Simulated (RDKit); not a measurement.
RDKit input (UFF):

```python
from rdkit import Chem
from rdkit.Chem import AllChem, rdDetermineBonds

mol = Chem.MolFromXYZFile('mol.xyz')
rdDetermineBonds.DetermineBonds(mol, charge=1)
print('SMILES', Chem.MolToSmiles(Chem.RemoveHs(mol)))
ff = AllChem.UFFGetMoleculeForceField(mol)
e0 = ff.CalcEnergy()
flag = ff.Minimize(maxIts=5000, forceTol=1e-5)
print(f'energy {e0:.4f} -> {ff.CalcEnergy():.4f} kcal/mol, converged: {flag == 0}')
print(Chem.MolToXYZBlock(mol))
```
mol.xyz:
```
5

O     -0.09788910    -0.14223064     0.59918690
C      0.11020707     0.04653981    -0.61310884
H      0.09106748     1.04600479    -1.05194397
H      0.31173752    -0.84557014    -1.20537534
H     -0.28093466     0.65817156     1.14247713
```

From the last part of the output:

```
SMILES C=[OH+]
energy 2.0275 -> 0.3941 kcal/mol, converged: True
5

O     -0.099482   -0.111926    0.591282
C      0.109612    0.034002   -0.603150
H      0.093572    1.023192   -1.052957
H      0.313811   -0.831186   -1.224221
H     -0.283325    0.648834    1.160282
```

The dipole moment of an ion depends on the origin.
